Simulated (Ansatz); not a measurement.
# SiH₅ (doublet): from Hartree-Fock to the top rungs at distance H1–H2 along a hydrogen transfer = 1.341 Å, cc-pVTZ

The task here is to estimate one member of a computed series from the others.

Program: Ansatz 0.2.0, Gaussian basis. Level of theory: cc-pVTZ, core rule «outside noble gas», up to 5 orbitals frozen. These are calculated values, not measurements.

To be run: UHF; CCSD(T) on ROHF; CCSD(T) on UHF; BCCD(T) on ROHF; CCSDT(Q) on ROHF; CCSDT(Q) on UHF; CASSCF and NEVPT2, 3 electrons in 3 orbitals; CASSCF and NEVPT2, 9 electrons in 9 orbitals.

### The system

The geometry derives from fragments relaxed apart (PBE0/def2-TZVP) and kept rigid, so it is no stationary point. A hydrogen atom is moved between rigid fragments.

6 atoms, charge 0, spin multiplicity 2.

Atoms are counted from 1 here; the program's logs count them from 0.

Bond lengths: H2–Si3 1.440 Å, Si3–H4 1.486 Å, Si3–H5 1.486 Å, Si3–H6 1.486 Å. Angles: H2–Si3–H4 107.6°, H2–Si3–H5 107.6°, H2–Si3–H6 107.6°, H4–Si3–H5 111.3°, H4–Si3–H6 111.3°, H5–Si3–H6 111.3°.

Set-up of the first run:

Input file in.yaml:

```yaml
crystal:
  periodic: [false, false, false]
  atoms:
    - {symbol: H, position_ang: [-2.693638, 0.000000, -0.000002]}
    - {symbol: H, position_ang: [-1.352638, 0.000000, -0.000001]}
    - {symbol: Si, position_ang: [0.087362, 0.000000, 0.000000]}
    - {symbol: H, position_ang: [0.537336, -1.416253, 0.000001]}
    - {symbol: H, position_ang: [0.537336, 0.708126, -1.226511]}
    - {symbol: H, position_ang: [0.537335, 0.708127, 1.226511]}
basis:
  gaussian: {orbitals: cc-pVTZ}
magnetization: {spin_polarized: true, initial_magnetization: 1}
hamiltonian: {xc: hf}
output: {orbitals: {seedname: orbitals}}
```

The run is started by

```bash
> ansatz run in.yaml --threads 1 --pin off --events-out ev --progress --plain --max-ram 4096MiB --backend cpu
```

Steps of the session up to this table: UHF; CCSD(T) on ROHF; CCSD(T) on UHF; BCCD(T) on ROHF; CCSDT(Q) on ROHF; CCSDT(Q) on UHF; CASSCF and NEVPT2, 3 electrons in 3 orbitals; CASSCF and NEVPT2, 9 electrons in 9 orbitals.

One of the session's tables, all rows but one given; the rest of the session is left out.

It belongs to the step «Misses and costs». 

| method | from UCCSDT(Q) (kcal/mol) |
| --- | --- |
| ROHF | +117.96 |
| UHF | +116.73 |
| RMP2 | +23.26 |
| UMP2 | +23.06 |
| RCCSD | +3.29 |
| UCCSD | +3.26 |
| RCCSD(T) | +0.59 |
| UCCSD(T) | +0.59 |
| BCCD(T) | +0.58 |
| RCCSDT | +0.07 |
| UCCSDT | +0.07 |
| RCCSDT(Q) | +0.01 |
| UCCSDT(Q) | 0 |
| CASSCF valence | ? |
| NEVPT2 valence | +25.74 |

**Question.** Estimate the row for CASSCF valence.

As computed: from UCCSDT(Q) (kcal/mol): +82.64. In the column «from UCCSDT(Q) (kcal/mol)» it lies between NEVPT2 valence (+25.74) and UHF (+116.73).

Left out of the table: CASSCF pair, NEVPT2 pair (the active space lost an orbital or holds another state than full CI finds).

Limits of these values: Restricted and unrestricted rows rest on different reference determinants; where their highest levels disagree by more than a few hundredths of an eV, they describe different states and don't form one ladder. Warnings in the runs' records: passed over end.
